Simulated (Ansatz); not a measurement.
`CCC(F)Cl`, relaxed with RKS PBE-D4/def2-SVP in the Gaussian-basis code of Ansatz from a rough embedded geometry. The force threshold is 0.03 eV/Å; the program also tests the step.

The species carries charge 0 and has multiplicity 1.

Start:

```xyz
11

C     0.118   -0.563    1.167
C     0.476    0.379    0.038
C    -0.498    0.190   -1.084
F    -1.742    0.461   -0.761
Cl   -0.086    1.217   -2.499
H    -0.826   -0.347    1.599
H     0.226   -1.604    0.890
H     0.896   -0.381    1.984
H     1.519    0.145   -0.288
H     0.427    1.392    0.390
H    -0.509   -0.889   -1.435
```

```
step  energy (eV)  largest force (eV/Å)  largest move (Å)
   1  -18427.9737                 2.600             0.000
   2  -18428.2194                 0.876             0.069
   3  -18428.2492                 0.223             0.034
   4  -18428.2504                 0.050             0.013
   5  -18428.2507                 0.026             0.006
```

End:

```xyz
11

C     0.160   -0.558    1.223
C     0.481    0.352    0.036
C    -0.496    0.167   -1.111
F    -1.773    0.452   -0.702
Cl   -0.067    1.250   -2.500
H    -0.860   -0.360    1.607
H     0.215   -1.630    0.942
H     0.877   -0.390    2.051
H     1.501    0.159   -0.354
H     0.448    1.422    0.332
H    -0.487   -0.865   -1.523
```

It took 10 s on 4 threads of an Arm Neoverse N1 on a shared host, with 0.14 GiB of host memory at the peak.
